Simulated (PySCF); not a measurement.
Frontier orbitals and the lowest excitations

Compound: C₄H₅ (charge +1).
Z-matrix (Å and degrees, GFN2-xTB geometry), rows numbered from 1:
```
C 
C   1  1.4246
C   2  1.3945  1  150.72
C   3  1.3645  2   60.71  1  -179.71
H   1  1.0911  2  111.91  3  -153.22
H   1  1.0981  2  107.75  3    90.17
H   1  1.0909  2  111.96  3   -26.57
H   3  1.0692  2  150.20  4  -179.56
H   4  1.0691  2  150.19  3   179.49
```

Computed with TDDFT wB97X-D/def2-SVPD, vertical, gas phase, core orbitals frozen in the response in PySCF 2.14.0, density-fitted response routines.

Kohn–Sham orbitals with the atoms that hold most of them (Löwdin shares over 4%, at most four atoms; ? is withheld):

```json
{"orbital": "HOMO-3", "ε (eV)": "-20.38", "atoms": "C1 29%, C2 25%, C4 10%, C3 10%"}
{"orbital": "HOMO-2", "ε (eV)": "-18.88", "atoms": "C4 29%, C3 29%, C2 16%, C1 15%"}
{"orbital": "HOMO-1", "ε (eV)": "-18.20", "atoms": "?"}
{"orbital": "HOMO", "ε (eV)": "-17.68", "atoms": "?"}
{"orbital": "LUMO", "ε (eV)": "-5.28", "atoms": "C4 41%, C3 41%, C2 8%, H9 5%"}
{"orbital": "LUMO+1", "ε (eV)": "-5.16", "atoms": "C2 46%, C3 17%, C4 16%, C1 10%"}
{"orbital": "LUMO+2", "ε (eV)": "-2.05", "atoms": "C2 21%, C1 20%, C4 20%, C3 20%"}
```

Q: Which atoms hold the HOMO, and with what shares?

A: C1 (bonded to C and 3 H) 24%; C2 (bonded to 3 C) 21%; C3 (bonded to 2 C and H) 14%; C4 (bonded to 2 C and H) 14%.

Q: Which atoms hold the HOMO-1, and with what shares?

A: C1 (bonded to C and 3 H) 27%; C4 (bonded to 2 C and H) 17%; C3 (bonded to 2 C and H) 17%; C2 (bonded to 3 C) 15%.

Q: How does S1 compare with the orbital gap of 12.40 eV?

A: S1 is at 6.70 eV (f = 0.0012), 5.70 eV below the gap, made of HOMO→LUMO+1 (92%). Its leading pair isn't HOMO and LUMO; the energies of that pair differ by 12.52 eV. Without the coupling terms of the response equations the lowest excitation would equal the gap.

Q: Give energy, strength and leading configuration of S1, S2, S3, S4, S5 and S6, and follow the Löwdin shares of the leading atoms from the occupied to the empty orbital.

A: 
- S1 (6.70 eV, f 0.0012), HOMO→LUMO+1 (92%): C1 24% → 10%, C2 21% → 46%, C3 14% → 17%
- S2 (6.93 eV, f 0.0000), HOMO→LUMO (91%): C1 24% → at most 5%, C2 21% → 8%, C4 14% → 41%, C3 14% → 41%
- S3 (7.48 eV, f 0.0002), HOMO-2→LUMO (92%): C4 29% → 41%, C3 29% → 41%
- S4 (7.87 eV, f 0.0004), HOMO-2→LUMO+1 (98%): C4 29% → 16%, C3 29% → 17%, C2 16% → 46%
- S5 (8.42 eV, f 0.331), HOMO-1→LUMO+1 (95%): C1 27% → 10%, C4 17% → 16%, C2 15% → 46%, C3 17% → 17%
- S6 (8.54 eV, f 0.069), HOMO-1→LUMO (95%): C1 27% → at most 5%, C4 17% → 41%, C3 17% → 41%
